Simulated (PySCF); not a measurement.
trans-2,3-epoxybutane, C₄H₈O.
InChI=1S/C4H8O/c1-3-4(2)5-3/h3-4H,1-2H3/t3-,4-/m0/s1

Method used: PySCF, PBE0-D3(BJ)/def2-SVP geometry optimisation, gas phase.

Take the most abundant isotopes and a rigid rotor. 

Q: Give the principal moments of inertia and the rotational constants in cm⁻¹.

A: Ia = 40.43, Ib = 147.54, Ic = 163.56 u·Å²; 505379 MHz·u·Å²/I gives 12499, 3425 and 3090 MHz, that is A = 0.41691, B = 0.11426, C = 0.10307 cm⁻¹.

Q: Classify the top.

A: A near-prolate asymmetric top: κ = (2 × 3425 − 12499 − 3090)/(12499 − 3090) = -0.93.

Q: What does the inertial defect say?

A: Not planar: Δ = Ic − Ia − Ib = -24.41 u·Å². For a rigid frame Δ = −2 Σ m c², so Σ m c² = 12.21 u·Å² lies off the ab plane: 7.64 from hydrogen and 4.57 from heavier atoms. The atom farthest from that plane is 1.49 Å away.

Q: Give the other two planar moments, Paa and Pbb, and the rms extents of the mass along the axes.

A: Paa = Σ m a² = (Ib + Ic − Ia)/2 = 135.33 and Pbb = Σ m b² = (Ia + Ic − Ib)/2 = 28.23 u·Å². With the mass M = 72.06 u, the rms extents √(P/M) along a, b and c are 1.37, 0.63, 0.41 Å.

Q: Which types of transition are allowed, and where do some lines up to J = 2 fall?

A: The dipole components are |μa| = 0.00 D, |μb| = 1.90 D, |μc| = 0.00 D; the symmetry axis of this C2 structure is b, so μa and μc vanish by symmetry and there are no a-type or c-type lines. Some lines, for components of 0.1 D or more:

| type | branch | J(Ka,Kc) | MHz | lower level (cm⁻¹) |
| --- | --- | --- | --- | --- |
| b | R | 2(0,2) ← 1(1,1) | 3948 | 0.520 |
| b | Q | 1(1,0) ← 1(0,1) | 9409 | 0.217 |
| b | Q | 2(1,1) ← 2(0,2) | 9753 | 0.652 |
| b | R | 1(1,1) ← 0(0,0) | 15588 | 0.000 |
| b | R | 2(1,2) ← 1(0,1) | 21768 | 0.217 |
| b | Q | 2(2,0) ← 2(1,1) | 27229 | 0.977 |
| b | Q | 2(2,1) ← 2(1,2) | 28226 | 0.943 |
| b | R | 2(2,1) ← 1(1,0) | 40586 | 0.531 |
| b | R | 2(2,0) ← 1(1,1) | 40930 | 0.520 |

Q: Estimate the classical rotational partition function at 25 K, 50 K and 100 K.

A: Point group C2, symmetry number σ = 2; q = (√π/σ)·√((kT/h)³/(ABC)), k/h = 20836.6 MHz/K: 916 at 25 K, 2590 at 50 K, 7330 at 100 K.

No PBE0-D3(BJ)/def2-SVP frequencies stand behind this structure, so it isn't proved a minimum. Constants of a rigid frame at the computed geometry: no zero-point averaging, no centrifugal distortion. A rigid rotor knows nothing of internal rotation, which can split or shift real lines.
